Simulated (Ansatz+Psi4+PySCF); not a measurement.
singlet ClF: levels of theory in one basis

```csv
atom,x (Å),y (Å),z (Å)
F,0.0000,0.0000,-1.0848
Cl,0.0000,0.0000,1.4039
```

Basis set: cc-pVTZ on F; cc-pV(T+d)Z on Cl (spherical functions). Frozen core: 6 orbitals. Charge 0, multiplicity 1.

Computed with Ansatz (development build ahead of 0.2.0) and PySCF 2.14.0; each method stands on the lowest determinant of its kind that the runs found.

```csv
method,E − E(RHF) (eV),<S²> of the determinant
RHF,0.00,0.00
UHF,-3.90,0.97
UHF-MP2,-13.78,0.97
RHF-CCSD,-14.24,–
UHF-CCSD,-14.78,0.97
RHF-CCSD(T),-15.34,–
UHF-CCSD(T),-15.08,0.97
```

(1) What does RHF-MP2 give on the same scale?

(2) Is a single determinant a sound starting point here?

Answers

(1) -13.69 eV.

(2) It is doubtful. Unrestricted orbitals lower Hartree–Fock by 3.90 eV and <S²> is 0.97 where a pure state has 0.00, a sign of strong static correlation.

Caution for RHF, RHF-MP2, RHF-CCSD, RHF-CCSD(T): an unrestricted determinant lies well below. Caution for UHF, UHF-MP2, UHF-CCSD, UHF-CCSD(T): the unrestricted determinant is a mixture of spin states. Caution for RHF-MP2, RHF-CCSD, RHF-CCSD(T): large amplitudes, a single reference is doubtful. Caution for UHF-MP2, UHF-CCSD, UHF-CCSD(T): a plain start can end on a higher determinant. Caution for RHF-CCSD, RHF-CCSD(T): the amplitudes may be one of several solutions. Caution for UHF-CCSD, UHF-CCSD(T): the program doubts this total. Caution for UHF-CCSD(T): another reference gives a lower total.
